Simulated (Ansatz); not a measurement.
We consider hcp Tc, described by PBEsol in Ansatz (PAW).

Input file:

Ansatz 0.2 input:
```yaml
crystal:
  lattice:
    - [1.34354214, -2.3270832486, 0.0]
    - [1.34354214, 2.3270832486, 0.0]
    - [0.0, 0.0, 4.300171067]
  atoms:
    - { symbol: Tc, position: [0.3333333333, 0.6666666667, 0.25] }
    - { symbol: Tc, position: [0.6666666667, 0.3333333333, 0.75] }
basis:
  ecutwfc: 520
  ecutrho_ratio: 4
  xc_grid: 2
kpoints:
  mp_grid: { grid: [24, 24, 12] }
hamiltonian:
  xc: pbesol
  dispersion: none
  pseudopotentials: { kind: paw }
scf:
  occupations: { method: fermi_dirac, width: 0.05 }
output:
  forces: true
  stress: true
  eigenvalues: true
relax:
  f_tol: 0.004
  escape_saddle: false
  max_steps: 80
  cell: { stress_tol: 0.02, fix: [volume] }
```

Excerpt of the program's output:

```
Relaxation: its limit of steps is 80 (relax.max_steps)
Crystal: 2 atoms, lattice volume = 26.889 Å³
Basis set: ecut = 520 eV, 711 PW (Γ), exchange–correlation on 40×40×64 points (8 copies of the dense FFT grid, shifted against one another)
Bands: 19, of which v1, the nominal top of the filled ones, is band 15 counted from 1 (14 counted from 0)
Symmetry: 24 space group operations
Space group: P63/mmc (ITA 194), of the structure as read, at distance tolerance 3.0e-5 Å
k-points: 427 of 6912
Initial density: superposition of atomic densities (chi_scale 0.1, normalization cell)
Functional: x = pbesol(κ = 0.804, μ = 0.12345679012345678), c = pbesol(β = 0.046)
SCF iter   1: F=—  HF=-10675.694727 eV  |F-HF|=—  |Δ(HF+E_count)|=         —  Δρ=6.18e-2  dr2=9.57e-1
SCF iter   2: F=—  HF=-10675.425106 eV  |F-HF|=—  |Δ(HF+E_count)|=   2.70e-1  Δρ=3.21e-2  dr2=2.52e-1
  ...
SCF 1 converged in 6 iterations: F = -10675.333155 eV  dr2 = 7.25e-9
Crystal: 2 atoms, lattice volume = 26.889 Å³
Initial density: handed on by an earlier stage of this run
SCF 2 converged in 7 iterations: F = -10675.333158 eV  dr2 = 6.23e-15
Crystal: 2 atoms, lattice volume = 26.889 Å³
SCF 3 converged in 7 iterations: F = -10675.333159 eV  dr2 = 9.21e-16
Crystal: 2 atoms, lattice volume = 26.889 Å³
SCF iter   6: F=-10675.333159 eV  HF=-10675.333159 eV  |F-HF|=3.64e-12  |Δ(HF+E_count)|=  3.64e-12  Δρ=1.14e-8  dr2=3.17e-14
SCF iter   7: F=-10675.333159 eV  HF=-10675.333159 eV  |F-HF|=1.82e-12  |Δ(HF+E_count)|=  3.64e-12  Δρ=6.56e-9  dr2=1.03e-14
SCF 4 converged in 7 iterations: F = -10675.333159 eV  dr2 = 1.03e-14
SCF converged after 7 iterations
Free energy (F): -10675.333159 eV
Internal energy: -10675.319739 eV  (E = F + TS)
E sigma→0 (E₀):  -10675.326449 eV
Fermi energy:    23.912958 eV
--- Forces (eV/Å), atoms counted from 1 ---
  atom   1  Tc     0.00000000     0.00000000    -0.00000000
  atom   2  Tc    -0.00000000    -0.00000000     0.00000000
--- Stress (GPa, compression-positive) ---
       14.638251       0.000000      -0.000000
        0.000000      14.638251      -0.000000
       -0.000000      -0.000000      14.638483
  P = ⅓ Tr σ = 14.6383 GPa (146.383 kbar)
```

The cell is one volume of an energy–volume scan, off the minimum.

The PAW data were made under PBE.

Computing time: roughly 60 core-seconds.

Ansatz is a quantum-chemistry and plane-wave program.
